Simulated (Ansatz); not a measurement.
Basis sets compared for Li₃H₃ (the lowest singlet isomer of a short search). The state is a singlet with charge 0. Geometry r2SCAN-D4/def2-TZVP. Ansatz on 4 threads of Arm Neoverse N1 on a shared host; times are rough, and most runs start from earlier orbitals.

```xyz
6

Li   -0.283    0.004    1.596
Li   -1.013   -0.774   -1.002
Li    1.296    0.769   -0.594
H     1.122    0.854    1.108
H    -1.431   -0.855    0.658
H     0.310    0.002   -1.766
```

The structure comes from a short search, and lower isomers may exist.

Binding counts from free atoms (Li doublet, H doublet) in the same basis, without a counterpoise term.

| level | functions | energy (Eh) | HOMO (eV) | LUMO (eV) | binding per atom (eV) | wall time |
| --- | --- | --- | --- | --- | --- | --- |
| PBE-D4/def2-SVP | 42 | -24.2704 | -5.20 | -0.49 | 1.87 | 0.45 s |
| PBE-D4/def2-TZVP | 60 | -24.2896 | -5.31 | -0.78 | 1.84 | 0.45 s |
| r2SCAN-D4/def2-TZVP | 60 | -24.3502 | -5.55 | -0.28 | 1.87 | 1.1 s |
| PBE0-D4/def2-SVP | 42 | -24.2901 | -6.40 | -0.01 | 1.86 | 0.45 s |
| PBE0-D4/def2-TZVP | 60 | -24.3075 | -6.51 | -0.18 | 1.83 | 0.65 s |

(1) Estimate the rows for PBE-D4/def2-TZVPD, r2SCAN-D4/def2-TZVPD, PBE0-D4/def2-TZVPD.

## Answers

(1) 
```json
{"level": "PBE-D4/def2-TZVPD", "functions": "78", "energy (Eh)": "-24.2919", "HOMO (eV)": "-5.27", "LUMO (eV)": "-0.89", "binding per atom (eV)": "1.85", "wall time": "0.7 s"}
{"level": "r2SCAN-D4/def2-TZVPD", "functions": "78", "energy (Eh)": "-24.3531", "HOMO (eV)": "-5.49", "LUMO (eV)": "-0.33", "binding per atom (eV)": "1.88", "wall time": "1.4 s"}
{"level": "PBE0-D4/def2-TZVPD", "functions": "78", "energy (Eh)": "-24.3102", "HOMO (eV)": "-6.45", "LUMO (eV)": "-0.36", "binding per atom (eV)": "1.84", "wall time": "0.65 s"}
```
